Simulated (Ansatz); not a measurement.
## Ansatz (development build ahead of 0.2.0) run

```yaml
crystal:
  periodic: [false, false, false]
  atoms:
    - { symbol: C, position_ang: [0.0, 0.0, -0.19399] }
    - { symbol: H, position_ang: [0.0, 0.93084, 0.58198] }
    - { symbol: H, position_ang: [0.0, -0.93084, 0.58198] }
basis:
  gaussian: { orbitals: cc-pVTZ }
hamiltonian:
  xc: hf
```

The input is written out in the form of the current development build from the run's settings.

Results

```json
{
  "Converged": "yes",
  "Total energy": "-38.87941 hartree",
  "Spin squared of the determinant": "0.000"
}
```

Caution: in another basis set an unrestricted determinant lies well below; another spin multiplicity may lie lower.
